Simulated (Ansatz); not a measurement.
## Counterpoise correction, worked out

The pair of HF (SMILES F, atoms 1–2) and CH3Cl (SMILES CCl, atoms 3–7), both closed shells, in one local arrangement (a lower one may exist), relaxed at PBE0-D4/def2-TZVP:

```
7
angstrom
F -0.2433 -0.3946 -2.4018
H 0.4461 -0.1785 -1.8130
C -0.1769 0.0991 0.9143
Cl 1.3940 0.2771 0.0905
H -0.0794 -0.6876 1.6574
H -0.9215 -0.1635 0.1673
H -0.4189 1.0480 1.3853
```

Computed with Ansatz 0.2.0 (basis: def2-TZVPPD); correlated methods freeze the cores.

CCSD(T) total energies in eV:

| system | geometry | basis functions | energy |
| --- | --- | --- | --- |
| pair | pair | all | -16324.64421 |
| HF | as in the pair | all (partner as ghosts) | -2730.61808 |
| CH3Cl | as in the pair | all (partner as ghosts) | -13593.84525 |
| HF | as in the pair | its own | -2730.60860 |
| CH3Cl | as in the pair | its own | -13593.82703 |
| HF | free (PBE0-D4 minimum) | its own | -2730.61345 |
| CH3Cl | free (PBE0-D4 minimum) | its own | -13593.82585 |

Work out the interaction energy with and without the counterpoise correction, the superposition error, and the binding energy from the relaxed fragments.

Without correction: -16324.64421 − (-2730.60860) − (-13593.82703) = -0.20858 eV.
With correction (each fragment in the whole basis): -16324.64421 − (-2730.61808) − (-13593.84525) = -0.18088 eV = -4.17 kcal/mol.
The superposition error is the difference, 0.02770 eV, 13 % of the uncorrected value: each fragment borrows its partner's functions.
Deformation from the free shapes: 0.00485 eV for HF and -0.00118 eV for CH3Cl (a small negative value is possible, since the free shapes are minima of another method).
Binding energy from relaxed fragments: -0.18088 + 0.00485 + (-0.00118) = -0.17721 eV = -4.09 kcal/mol (electronic, without zero-point energy; negative means bound). For comparison, the corrected interaction energy by CCSD(T) at an estimated basis limit (MP2 extrapolated from triple and quadruple zeta, plus CCSD(T) − MP2 in triple zeta) is -0.205 eV; triple zeta with the correction binds less.

The T1 diagnostic stays at or below 0.011.

For scale, one of the runs: CCSD(T)/def2-TZVPPD, 196 basis functions (an equivalent command: `ansatz run in.yaml --threads 2`). Hardware: 2 CPU threads, shared host. Wall time 59 s; peak host memory 2.3 GiB.
